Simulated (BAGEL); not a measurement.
# One shape, several levels: [PH4]+ (phosphonium)

We compute a comparison of 6 runs (HF/STO-3G, HF/3-21G, B3LYP/6-31G*, PBE0/def2-SVP, PBE0/6-311G**, RI-MP2/aug-cc-pVDZ) of [PH4]+ (phosphonium). 

The results are computed with BAGEL 1.2.2.

5 further runs of the same task are left out: 5 set aside as unsound or not needed.

**1. Starting point**

[PH4]+ has 5 atoms, charge +1, and is taken as a singlet. As SMILES, `[PH4+]`. The shape is that of a GFN2-xTB optimisation.

Bond lengths: P1–H2 1.375 Å, P1–H3 1.375 Å, P1–H4 1.375 Å, P1–H5 1.375 Å. Angles: H2–P1–H3 109.5°, H2–P1–H4 109.5°, H2–P1–H5 109.5°, H3–P1–H4 109.5°, H3–P1–H5 109.5°, H4–P1–H5 109.5°.

**2. The energy at HF/STO-3G (run 1)**

Input file input.json:

```json
{ "bagel" : [

{
  "title" : "molecule",
  "basis" : "sto-3g",
  "df_basis" : "qzvpp-jkfit",
  "geometry" : [
    { "atom" : "P", "xyz" : [    -0.00003779,     0.00000000,     0.00009449 ] },
    { "atom" : "H", "xyz" : [     2.56522763,    -0.11589690,     0.39769286 ] },
    { "atom" : "H", "xyz" : [    -1.16656573,    -1.92005623,     1.30581965 ] },
    { "atom" : "H", "xyz" : [    -0.49484368,    -0.25275087,    -2.53854469 ] },
    { "atom" : "H", "xyz" : [    -0.90376152,     2.28872290,     0.83493769 ] }
  ]
},

{ "title" : "hf", "charge" : 1, "df" : false },

{ "title" : "print", "file" : "orbitals.molden", "orbitals" : true }

]}
```

On the command line:

```bash
$ BAGEL_NUM_THREADS=1 BAGEL input.json > input.out
```

The program printed:

```text
* using 1 threads per process

  ===============================================================
  ===============================================================

  *** Geometry ***

  { "atom" : "P", "xyz" : [     -0.000038,      0.000000,      0.000094 ] },
  { "atom" : "H", "xyz" : [      2.565228,     -0.115897,      0.397693 ] },
  { "atom" : "H", "xyz" : [     -1.166566,     -1.920056,      1.305820 ] },
  { "atom" : "H", "xyz" : [     -0.494844,     -0.252751,     -2.538545 ] },
  { "atom" : "H", "xyz" : [     -0.903762,      2.288723,      0.834938 ] },

  Number of auxiliary basis functions:      200

  Since a DF basis is specified, we compute 2- and 3-index integrals:
    o Being stored without compression. Storage requirement is 0.000 GB

  Number of basis functions:       13
  Number of electrons      :       19

    * METHOD: MOLECULE                             0.02

  *** RHF ***

  === Nuclear Repulsion ===
    24.5037951483

      * DIIS with orbital gradients will be used.

  === RHF iteration (sto-3g) ===
      0       -339.00930678          0.01436760           0.00
      1       -339.02468134          0.00177118           0.00
      2       -339.02487663          0.00035208           0.00
      3       -339.02488799          0.00003352           0.00
      4       -339.02488809          0.00000358           0.00
      5       -339.02488809          0.00000025           0.00
      6       -339.02488809          0.00000003           0.00
      7       -339.02488809          0.00000000           0.00
    * SCF iteration converged.

    * Permanent dipole moment:
           (    0.000040,     0.000034,     0.000049) a.u.

    * METHOD: HF                                   0.05

    * METHOD: PRINT                                0.00

  ===============================================================
```

Wall time 0.34 s (1 thread of Intel Xeon 6975P-C (Granite Rapids), shared host); peak memory 0.078 GiB.

**3. The energy at HF/3-21G (run 2)**

Input file hf.json:

```json
{ "bagel": [

{
  "title": "molecule",
  "basis": "3-21g",
  "df_basis": "qzvpp-jkfit",
  "angstrom": "true",
  "geometry": [
    { "atom": "P", "xyz": [   -0.000020,    0.000000,    0.000050 ] },
    { "atom": "H", "xyz": [    1.357460,   -0.061330,    0.210450 ] },
    { "atom": "H", "xyz": [   -0.617320,   -1.016050,    0.691010 ] },
    { "atom": "H", "xyz": [   -0.261860,   -0.133750,   -1.343340 ] },
    { "atom": "H", "xyz": [   -0.478250,    1.211140,    0.441830 ] }
  ]
},
{
  "title": "hf",
  "charge": 1,
  "df": "false"
},
{
  "title": "print",
  "file": "orbitals.molden",
  "orbitals": "true"
}

]}
```

On the command line:

```bash
$ BAGEL_NUM_THREADS=1 BAGEL hf.json > hf.out
```

The program printed:

```text
* using 1 threads per process

  ===============================================================
  ===============================================================

  *** Geometry ***

  { "atom" : "P", "xyz" : [     -0.000038,      0.000000,      0.000094 ] },
  { "atom" : "H", "xyz" : [      2.565228,     -0.115897,      0.397693 ] },
  { "atom" : "H", "xyz" : [     -1.166566,     -1.920056,      1.305820 ] },
  { "atom" : "H", "xyz" : [     -0.494844,     -0.252751,     -2.538545 ] },
  { "atom" : "H", "xyz" : [     -0.903762,      2.288723,      0.834938 ] },

  Number of auxiliary basis functions:      200

  Since a DF basis is specified, we compute 2- and 3-index integrals:
    o Being stored without compression. Storage requirement is 0.001 GB

  Number of basis functions:       21
  Number of electrons      :       19

    * METHOD: MOLECULE                             0.02

  *** RHF ***

  === Nuclear Repulsion ===
    24.5037951433

      * DIIS with orbital gradients will be used.

  === RHF iteration (3-21g) ===
      0       -339.15880901          0.03901387           0.00
      1       -340.91157683          0.03387779           0.00
      2       -340.98395245          0.01311558           0.00
      3       -340.99734554          0.00175644           0.00
      4       -340.99764854          0.00018611           0.00
      5       -340.99765329          0.00001858           0.00
      6       -340.99765334          0.00000202           0.00
      7       -340.99765334          0.00000029           0.00
      8       -340.99765334          0.00000005           0.00
      9       -340.99765334          0.00000001           0.00
    * SCF iteration converged.

    * Permanent dipole moment:
           (    0.000028,     0.000019,     0.000010) a.u.

    * METHOD: HF                                   0.06

    * METHOD: PRINT                                0.00

  ===============================================================
```

It took 0.36 s on 1 thread of Intel Xeon 6975P-C (Granite Rapids), shared host; peak memory 0.078 GiB.

Runs 3 to 5 aren't shown in full; the table further down has their settings and results.

**4. Energy and forces at RI-MP2/aug-cc-pVDZ (density fitting with qzvpp-jkfit, cc-pv5z-ri for correlation) (run 6)**

Input file input.json:

```json
{ "bagel" : [

{
  "title" : "molecule",
  "basis" : "aug-cc-pvdz.json",
  "df_basis" : "qzvpp-jkfit",
  "geometry" : [
    { "atom" : "P", "xyz" : [ -0.00003779,  0.00000000,  0.00009449 ] },
    { "atom" : "H", "xyz" : [  2.56522763, -0.11589690,  0.39769286 ] },
    { "atom" : "H", "xyz" : [ -1.16656573, -1.92005623,  1.30581965 ] },
    { "atom" : "H", "xyz" : [ -0.49484368, -0.25275087, -2.53854469 ] },
    { "atom" : "H", "xyz" : [ -0.90376152,  2.28872290,  0.83493769 ] }
  ]
},
{
  "title" : "force",
  "method" : [
    { "title" : "mp2", "charge" : 1, "ncore" : 5, "aux_basis" : "cc-pv5z-ri" }
  ]
}

]}
```

The basis set aug-cc-pVDZ is read from a file made from the Basis Set Exchange's data (not shown).

On the command line:

```bash
$ BAGEL_NUM_THREADS=1 BAGEL input.json > input.out
```

The program printed:

```text
* using 1 threads per process

  ===============================================================
  ===============================================================

  *** Geometry ***

  { "atom" : "P", "xyz" : [     -0.000038,      0.000000,      0.000094 ] },
  { "atom" : "H", "xyz" : [      2.565228,     -0.115897,      0.397693 ] },
  { "atom" : "H", "xyz" : [     -1.166566,     -1.920056,      1.305820 ] },
  { "atom" : "H", "xyz" : [     -0.494844,     -0.252751,     -2.538545 ] },
  { "atom" : "H", "xyz" : [     -0.903762,      2.288723,      0.834938 ] },

  Number of auxiliary basis functions:      200

  Since a DF basis is specified, we compute 2- and 3-index integrals:
    o Being stored without compression. Storage requirement is 0.006 GB

[... 20 lines left out ...]
    * SCF iteration converged.
[... 1 line left out ...]
    * Permanent dipole moment:
[... 13 lines left out ...]
      MP2 correlation energy:   -0.1315276957
[... 1 line left out ...]
    * Permanent dipole moment: MP2 unrelaxed
[... 2 lines left out ...]
  === Z-vector iteration ===

      0     0.00009120103815           0.00
      1     0.00001814813693           0.00
      2     0.00000206783905           0.00
      3     0.00000011454171           0.00
      4     0.00000000767306           0.00

    * Permanent dipole moment: MP2 relaxed
           (    0.000029,     0.000020,     0.000010) a.u.

  * Nuclear energy gradient

    o Atom   0
        x          0.0000080084
        y          0.0000208956
        z          0.0000730872
    o Atom   1
        x         -0.0153467870
        y          0.0006860112
        z         -0.0023928342
    o Atom   2
        x          0.0069749947
        y          0.0114847012
        z         -0.0077949292
    o Atom   3
        x          0.0029625396
        y          0.0015137721
        z          0.0151132230
    o Atom   4
        x          0.0054012442
        y         -0.0137053801
        z         -0.0049985468

    * METHOD: FORCE                                0.95

  ===============================================================
```

Wall time 1.3 s (1 thread of Intel Xeon 6975P-C (Granite Rapids), shared host); peak memory 0.12 GiB.

**5. All runs side by side**

```tsv
run	level	integral approximation	Cartesian functions	energy (Eh)	wall time
1	HF/STO-3G	none	no	-339.024888	0.34 s
2	HF/3-21G	none	no	-340.997653	0.36 s
3	B3LYP/6-31G* (density fitting with qzvpp-jkfit, Cartesian functions)	qzvpp-jkfit	yes	-343.445634	0.82 s
4	PBE0/def2-SVP (density fitting with qzvpp-jkfit)	qzvpp-jkfit	no	-343.200766	1.6 s
5	PBE0/6-311G** (density fitting with qzvpp-jkfit)	qzvpp-jkfit	no	-343.317400	1.9 s
6	RI-MP2/aug-cc-pVDZ (density fitting with qzvpp-jkfit, cc-pv5z-ri for correlation)	qzvpp-jkfit	no	-342.917952	1.3 s
```

**6. What came out**

| quantity | value |
| --- | --- |
| run 6: total energy | -342.91795 Eh |
| run 6: correlation energy (5 core orbitals frozen) | -131.5 mEh |
| run 6: largest force on an atom | 0.800 eV/Å |

What this shows: Over runs 1, 2, 3 the HOMO–LUMO gap runs from 13.27 eV (B3LYP/6-31G*) to 27.36 eV (HF/STO-3G). The two ends differ in method and basis. Totals of different functionals can't be ranked against each other. In run 1 the basis is minimal, so the values are rough. All runs together took 6.3 s, the longest 1.9 s.
